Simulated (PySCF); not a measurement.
PySCF job for O₂, SMILES O=O (connectivity only; charge and spin as stated), charge +1, multiplicity 2, B3LYP-D3(BJ)/def2-TZVPD. Geometry: B3LYP-D3(BJ)/def2-TZVPD.

```python
import numpy as np
from pyscf import gto, scf, dft, df
from pyscf.hessian import thermo

mol = gto.M(
    atom='''
    O     0.00000000    0.00000000   -0.55286463
    O     0.00000000    0.00000000    0.55286463
    ''',
    basis='def2-TZVPD',
    charge=1,
    spin=1,
    max_memory=1600,
    verbose=3,
)
mf = dft.UKS(mol, xc='b3lyp').density_fit(auxbasis='def2-universal-jkfit')
mf.disp = 'd3bj'
mf.grids.level = 3
mf.conv_tol = 1e-11
mf.max_cycle = 100
mf.kernel()
fine, coarse = mf.grids, dft.Grids(mol).set(level=1).build(with_non0tab=True)
for _ in range(3):  # follow internal instabilities
    mf.grids = coarse
    mo, _, stable, _ = mf.stability(return_status=True, nroots=4)
    mf.grids = fine
    if stable:
        break
    mf.kernel(mf.make_rdm1(mo, mf.mo_occ))

# [left out here: the lines that compute and print the analytic Hessian (its translational invariance restored by hand, since the grid's response is missing), thermochemistry and intensities]
```

Log of the run:

```

WARN: HOMO -0.221163611173983 >= LUMO -0.221163611173982

converged SCF energy = -149.930776020801  <S^2> = 0.75262964  2S+1 = 2.0026279
<class 'pyscf.df.df_jk.DFUKS'> wavefunction is stable in the internal stability analysis

WARN: DFTD3 does not support analytical Hessian, using finite difference


WARN: Mole.unit (angstrom) is changed to Bohr

Mode                                 0
Irrep
Freq [cm^-1]                     2052.7413
Reduced mass [au]                  15.9990
Force const [Dyne/A]               39.7202
Char temp [K]                    2953.4377
Normal mode                   x     y     z
       0   O                 0.00  0.00 -0.18
       1   O                 0.00  0.00  0.18
temperature 298.1500 [K]
pressure 101325.00 [Pa]
Rotational constants [GHz] inf 51.67218 51.67218
Symmetry number 2
Zero-point energy (ZPE) 0.00468 [Eh]   12278.119 [J/mol]
                           tot       elec      trans        rot        vib
Entropy [J/mol/K]       200.109      5.763    151.969     42.372      0.005
Cv [J/mol/K]             20.827      0.000     12.472      8.314      0.041
Cp [J/mol/K]             29.141      0.000     20.786      8.314      0.041
Internal energy [J/mol]                      3718.434   2478.956  12279.344
Internal energy [Eh]   -149.92374  -149.93078
Enthalpy [J/mol]                             6197.391   2478.956  12279.344
Enthalpy [Eh]          -149.92279
Gibbs free energy [J/mol]                  -39112.055 -10154.404  12277.996
Gibbs free energy [Eh] -149.94552
mode   freq/cm-1   IR/(km/mol)
   1     2052.74         0.000
max |gradient| / (hartree/bohr): 5.1216089103974144e-05
APT charges: [0.5 0.5]
```

Self-consistency was reached.
